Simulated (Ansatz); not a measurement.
The cluster Al₂H₃⁺ was relaxed with PBE-D4 (def2-TZVP) in Ansatz in these states: charge +1 quintet, charge +1 singlet, charge +1 triplet. The geometries follow in no particular order.

A:

Cartesian coordinates in Å:
```
Al -2.2983 0.3163 0.2282
Al 0.2197 -0.0109 0.3097
H 1.7158 -0.1515 1.1529
H -1.2108 0.0998 -1.0252
H 1.5737 -0.2537 -0.6657
```

B:

```
atom    x (Å)    y (Å)    z (Å)
 Al1  -0.5081   1.2015  -0.8071
 Al2   0.3890  -0.9178   0.6138
  H3   1.3702  -1.8090  -0.2413
  H4  -1.0394   2.4491  -1.6378
  H5  -0.2116  -0.9238   2.0724
```

C:

```xyz
5

Al    0.449   -0.151   -1.262
Al   -0.194    0.615    1.214
H    -1.498    1.317    1.777
H     1.644   -0.985   -1.882
H    -0.401   -0.795    0.154
```

Task: Judge from the bond lengths which geometry belongs to which state (an estimate).

Result: A is the charge +1 quintet (Al2–H5 1.686 Å, Al1–Al2 2.540 Å, Al2–H3 1.723 Å); B is the charge +1 singlet (Al2–H5 1.577 Å, Al1–Al2 2.705 Å, Al2–H3 1.577 Å); C is the charge +1 triplet (Al2–H5 1.777 Å, Al1–Al2 2.671 Å, Al2–H3 1.584 Å).
